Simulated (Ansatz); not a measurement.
## H2O2 (hydrogen peroxide): methods side by side

H2O2 has 4 atoms, charge 0, and is taken as a singlet. As SMILES, `OO`. The coordinates come from a PBE0-D4/def2-TZVP relaxation. The run starts from this shape.

Quantity: the adiabatic ionisation energy (to the doublet cation, no zero-point term), in eV. The values are calculated.

| level | kind | program | value (eV) | CPU time (all runs) |
| --- | --- | --- | --- | --- |
| HF/STO-3G | Hartree–Fock | Ansatz | 7.38 | 1.9 s |
| HF/3-21G | Hartree–Fock | Ansatz | 9.93 | 3.5 s |
| HF/6-31G* (Cartesian functions) | Hartree–Fock | Ansatz | 9.61 | 2.5 s |
| HF/cc-pVTZ | Hartree–Fock | Ansatz | 9.58 | 11 s |
| SVWN5/def2-TZVP | LDA | Ansatz | 10.29 | 10 s |
| PBE/def2-SVP | GGA | Ansatz | 9.89 | 9 s |
| PBE-D3(BJ)/def2-TZVP | GGA | Ansatz | 10.17 | 16 s |
| r2SCAN/def2-TZVP | meta-GGA | Ansatz | 10.23 | 29 s |
| B3LYP/6-31G* (Cartesian functions) | global hybrid | Ansatz | 10.19 | 11 s |
| PBE0/def2-SVP | global hybrid | Ansatz | 10.10 | 8.7 s |

The values span 7.38 to 10.29 eV. Spin contamination of the reference (⟨S²⟩ at least 0.1 too high) touches HF/3-21G. Without the sets that lack polarisation functions the rows with a basis span only 9.58 to 10.29 eV. CPU times are rough (shared hosts, several kinds of processor and program).
